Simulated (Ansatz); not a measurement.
**Point defect: Mg interstitial in Si**

Theory: Ansatz 0.2.0, DFT PBE, scalar-relativistic, plane waves, PAW. (420 eV cutoff, 2×2×2 k-mesh, Gaussian smearing of 0.01 eV, collinear spin in charge +1 alone)

Host crystal, relaxed:

```xyz
2
Lattice="0.0000 2.7350 2.7350 2.7350 0.0000 2.7350 2.7350 2.7350 0.0000" Properties=species:S:1:pos:R:3 pbc="T T T"
Si    4.1026    4.1026    4.1026
Si    2.7350    2.7350    2.7350
```

Supercell of 54 atoms, rows in host cell vectors: 0 3 0; 0 0 3; 3 0 0. Atoms relax at the host's cell from a start displaced at random by 0.06 Å near the defect, so other minima may exist. The cell is small, so energies carry finite-size errors of tenths of an eV. The host's Kohn–Sham gap is 0.61 eV. Atoms are taken from and returned to the elements' standard states. Charged cells are corrected for image charges with the computed static dielectric tensor (mean 13.0) and aligned with the host's potential at far atoms (alignment terms reach 0.30 eV; the program doubts the alignment in some charges, where it is up to 0.30 eV). No band-filling term is added, and the Fermi level counts from the host's valence band top.

Starting moments were lost in some runs.

Defect: Mg interstitial set at (0.000, 0.000, 0.000) of the host cell. Before relaxation its nearest neighbours are 4 Si at 2.37 Å, 6 Si at 2.73 Å.

```tsv
charge	E_f at the valence band top (eV)	over the neutral state (eV)	moment (μB)	largest move (Å)	atoms near the site
+2	1.42	-0.62	0.00	0.14	3 Si at 2.50 Å, 1 Si at 2.51 Å, 6 Si at 2.79 Å
+1	1.56	-0.48	0.00	0.14	4 Si at 2.51 Å, 6 Si at 2.78 Å
0	2.04	0.00	0.00	0.14	4 Si at 2.51 Å, 6 Si at 2.78 Å
```

Among the charges computed the stable one is +2 at the valence band top, changing to +1 at 0.14 eV, changing to 0 at 0.48 eV. In charge +1, 0 the cell has partly filled bands: a level of the defect may be part filled, the carrier may sit in the host's bands, or levels may cross between the k points, so transitions that involve it are doubtful. Other sites of the defect weren't tried.

Cost: 4 runs of about 55 core-minutes in all, on Intel Xeon Processor @ 2.50GHz (Skylake/Cascade Lake) (shared hosts).